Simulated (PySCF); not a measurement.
**EPR parameters of C5H9**

C₅H₉ (doublet state).
SMILES with atom numbers: `[CH2:1]=[CH:2][CH2:3][CH:4][CH3:5]` (hydrogens: H6, H7 on C1; H8 on C2; H9, H10 on C3; H11 on C4; H12, H13, H14 on C5)

Structure used (GFN2-xTB), in Å, numbered top down from 1:
```xyz
14
C5H9 angstrom
C      1.925   -0.871   -0.121
C      1.304    0.073    0.563
C      0.310    1.037   -0.035
C     -1.039    0.592    0.394
C     -1.825   -0.368   -0.407
H      1.797   -0.976   -1.186
H      2.593   -1.572    0.351
H      1.437    0.157    1.634
H      0.392    1.024   -1.123
H      0.520    2.046    0.333
H     -1.322    0.750    1.422
H     -1.536   -1.406   -0.191
H     -2.887   -0.280   -0.184
H     -1.670   -0.208   -1.474
```

The hyperfine couplings belong to this conformer and change with its torsions.

Method: UKS B3LYP, pcH-1 on C H, non-relativistic, mean-field spin-orbit, GIAO (PySCF 2.14.0). Geometry: GFN2-xTB, one conformer, isolated molecule. The geometry wasn't refined by DFT: couplings that depend on bond lengths, twists or pyramidal angles can differ widely from those at the functional's own minimum. No stability test was run, so a lower SCF solution isn't excluded.

```
g1, g2, g3                      : 2.00218, 2.00272, 2.00295
g_iso                           : 2.00261
Form of g                       : rhombic: the two nearest values differ by 30 % of g3 − g1
⟨S²⟩                            : 0.7541 (exact 0.7500)
HOMO–LUMO gap, α and β orbitals : 5.48, 5.80 eV
Total energy                    : -195.88988 Eh
Basis functions                 : 215
```

Isotropic coupling and dipolar principal values T1 to T3, in G; ρ(0) is the spin density at the nucleus (MHz turned into gauss with g_iso; 10 G = 1 mT):

| atom | isotope | a_iso | T1 | T2 | T3 | Mulliken spin population | ρ(0) (bohr⁻³) |
| --- | --- | --- | --- | --- | --- | --- | --- |
| C1 | 13C | 2.0 | -1.7 | -1.2 | 2.9 | 0.06 | 0.0049 |
| C2 | 13C | 26.5 | -2.9 | -1.3 | 4.1 | 0.01 | 0.0661 |
| C3 | 13C | -9.7 | -0.9 | 0.0 | 0.9 | -0.07 | -0.0242 |
| C4 | 13C | 38.2 | -28.6 | -28.2 | 56.8 | 1.01 | 0.0951 |
| C5 | 13C | -11.0 | -0.8 | -0.1 | 0.9 | -0.08 | -0.0275 |
| H6 | 1H | -0.6 | -0.7 | -0.1 | 0.8 | 0.00 | -0.0004 |
| H7 | 1H | 0.7 | -0.9 | -0.4 | 1.3 | 0.00 | 0.0004 |
| H8 | 1H | -0.7 | -1.4 | -0.9 | 2.3 | 0.00 | -0.0005 |
| H9 | 1H | 5.0 | -1.8 | -1.4 | 3.2 | 0.01 | 0.0031 |
| H10 | 1H | 18.9 | -1.8 | -1.7 | 3.5 | 0.02 | 0.0119 |
| H11 | 1H | -20.9 | -13.5 | -0.2 | 13.7 | -0.04 | -0.0131 |
| H12 | 1H | 54.2 | -1.8 | -1.1 | 2.9 | 0.07 | 0.0340 |
| H13 | 1H | 14.9 | -1.8 | -1.6 | 3.4 | 0.01 | 0.0094 |
| H14 | 1H | 10.8 | -1.7 | -1.5 | 3.2 | 0.01 | 0.0068 |

The largest Mulliken spin populations are on C4 (+1.01), C5 (-0.08), C3 (-0.07) and H12 (+0.07). No atom but C4 exceeds +0.15. The positive populations add up to 1.20 and the negative ones to -0.20, together 2S = 1. The angles at C4 add up to 357.8°, so it is nearly planar; its axial dipolar tensor and the negative coupling of its proton fit spin in a p orbital normal to that plane.

Axes: g3 points within 10° of the C4–H11 bond.

Under fast tumbling the dipolar parts average out, and these isotropic splittings remain: 3 × 1H (H12/H13/H14, I = 1/2, 4 lines) with 2.66 mT, 1 × 1H (H11, I = 1/2, 2 lines) with 2.09 mT, 2 × 1H (H9/H10, I = 1/2, 3 lines) with 1.20 mT, 1 × 1H (H8, I = 1/2, 2 lines) with 0.07 mT, 1 × 1H (H7, I = 1/2, 2 lines) with 0.07 mT and 1 × 1H (H6, I = 1/2, 2 lines) with 0.06 mT.

Class means assume fast exchange of nuclei equivalent by connectivity; if that motion is slow, each nucleus keeps its own coupling. The three 1H nuclei of mean +74.7 MHz run from 30.3 to 151.9 MHz in the frozen geometry. The 1H value of +33.5 MHz is a mean of couplings from 14.1 to 53.0 MHz in this one geometry, not an average over conformers.

The 13C coupling of C4 (107.0 MHz) shows only in satellite lines or after enrichment, since that isotope makes up about 1.07 % of natural carbon.
